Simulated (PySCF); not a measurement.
## NH: from constants to spectrum

UHF-CCSD(T) constants of NH, ³Σ⁻ (triplet), unpaired electrons π ↑↑ (H jorge-DZP-DKH, N jorge-DZP-DKH; spin-free X2C with a Gaussian nucleus (PySCF 2.14); masses 1.0078 and 14.0031 u):

- ωe: 3214.7 cm⁻¹
- ωexe: 81.2 cm⁻¹
- Be: 15.991 cm⁻¹
- αe: 0.628 cm⁻¹
- D (centrifugal): 0.00158 cm⁻¹
- De to H + N: 3.10 eV

**Question.** Give the vibrational terms G(v) and spacings up to v = 4.

**Answer.** G(v) = ωe(v+½) − ωexe(v+½)².

| v | G(v) (cm⁻¹) | G(v) − G(v−1) | Bv (cm⁻¹) |
| --- | --- | --- | --- |
| 0 | 1587 |  | 15.68 |
| 1 | 4639 | 3052 | 15.05 |
| 2 | 7529 | 2890 | 14.42 |
| 3 | 10257 | 2727 | 13.79 |
| 4 | 12822 | 2565 | 13.16 |

**Question.** How well does the Morse estimate ωe²/(4ωexe) reproduce De, and what is D0?

**Answer.** It gives 3.94 eV, 127 % of the computed De. D0 = De − G(0) = 3.10 − 0.20 = 2.90 eV.

Measured values (Huber and Herzberg, Constants of Diatomic Molecules (1979)): ωe = 3282.27 cm⁻¹, ωexe = 78.35 cm⁻¹, Be = 16.6993 cm⁻¹, αe = 0.649 cm⁻¹.

Correlated steps freeze 1 core orbital. Correlated levels converge slowly with the basis: in double zeta they bind strong bonds too weakly, by up to about 1 eV, and carry superposition errors of some tenths. The state was picked by a PBE0 search and need not be the measured ground state.
